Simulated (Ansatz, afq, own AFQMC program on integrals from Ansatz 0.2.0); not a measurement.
## Atomization energy of TaCl, septet

```yaml
atoms:
  - { symbol: Ta, position_ang: [0.0000, 0.0000, 0.0000] }
  - { symbol: Cl, position_ang: [0.0000, 0.0000, 2.8752] }
```

Atoms in their ground-state spins without spin–orbit coupling (mostly on UHF) minus the molecule (UHF), without zero-point energy. The geometry is a stationary point, not shown to be a minimum.

Basis def2-SVP with its core potentials. Only valence electrons are correlated. Integrals, coupled cluster, full CI and functionals: Ansatz 0.2.0; the random walks run on the same integrals in our own AFQMC program. ph-AFQMC/CISD is guided by a CISD state made of CCSD amplitudes; releasing the constraint for a short imaginary time cuts its bias at the price of noise, slowly where states lie close. Free AFQMC starts from the CCSD state and is never constrained. Its projection time is finite, and what remains of the start isn't in its error. Error bars are statistical, one sigma. No spin–orbit coupling. The metal's outer-core s and p shells are frozen, which shifts wave-function levels against functionals. The errors of all members are added in quadrature.

No full CI on the walks' own integrals is used here; CCSDT(Q) serves as the reference and is uncertain by about the last step of the cluster series. Each member takes its own surest rung, up to full CI.

Errors are counted within def2-SVP, not against nature.

Cautions: no spin-orbit coupling; outer-core shells of the metal frozen; TaCl (septet): another spin lies lower, the ph-AFQMC/CISD walk drifts between its halves (2.1 errors), its ph-AFQMC/CISD value lies 28 ± 7 meV above CCSDT(Q); Ta (quartet): its ph-AFQMC/CISD value lies 23.6 ± 1.3 meV above full CI.

```json
{"level": "HF", "atomization energy (kJ/mol)": "-34.5"}
{"level": "MP2", "atomization energy (kJ/mol)": "-50.5"}
```

(1) From these cheaper values, estimate the atomization energy at the reference level in def2-SVP.

(1) -67.9 kJ/mol (CCSDT(Q) in def2-SVP).

| level | atomization energy (kJ/mol) | error against CCSDT(Q) (kJ/mol) |
| --- | --- | --- |
| CCSD | -62.9 | 5.0 |
| CCSD(T) | -65.5 | 2.5 |
| CCSDT | -67.7 | 0.3 |
| ph-AFQMC/HF | -69.8 ± 4.5 | -1.9 ± 4.5 |
| ph-AFQMC/CISD | -68.1 ± 0.7 | -0.2 ± 0.7 |
| released AFQMC | -67.7 ± 1.4 | 0.3 ± 1.4 |
| free AFQMC | -67.4 ± 0.8 | 0.5 ± 0.8 |

Correlation beyond CCSD(T) takes off 2.5 kJ/mol. The perturbative (T) step is worth −2.6 kJ/mol.

Free projections are given only where their last times agree within the noise and don't stop above the reference; a slow remainder of the start can still hide under it. A walk keeps the symmetry of its determinant, which the program's search chose and which needn't be the lowest solution, so a lower state of the same spin and another symmetry isn't excluded. Released energies are given only where the last usable release times agree within the noise; a slower fall can still hide under it.
